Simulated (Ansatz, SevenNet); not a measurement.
# How well does each level of theory give the equilibrium volume per atom of HgS (P3₂21, No. 154)?

Reference value: 23.55 Å³/atom (measured, temperature not stated, not corrected to a static lattice, from a published cell, temperature and pressure not stated; as tabulated in P. Auvray and F. Genet, Bulletin de la Societe Francaise de Mineralogie et de Cristallographie 96, 218 (1973)).

**Question.** Put these levels in order of the equilibrium volume per atom that they give for HgS (P3₂21, No. 154), smallest first: LDA (Ansatz, a program for electronic structure), PBE-D4 (Ansatz), SevenNet-l3i5 (SevenNet).

**Answer.** LDA (21.83 Å³/atom), PBE-D4 (23.81 Å³/atom), SevenNet-l3i5 (27.48 Å³/atom)

Differences against the reference: SevenNet-l3i5 +16.7 %, LDA -7.3 %, PBE-D4 +1.1 %.

The measured value isn't corrected to a static lattice, so vibrations enter the comparison. A static lattice is as a rule a little smaller than the measured one.  Density-functional levels without +SOC have no spin–orbit coupling. Cutoffs differ between the levels. Ansatz's density-functional and Hartree–Fock values are scalar-relativistic unless marked +SOC, with PAW data made under PBE.

Machine-learned potentials (SevenNet-l3i5) are trained on DFT data, which may include these solids.

Differences are worked out from the printed values.
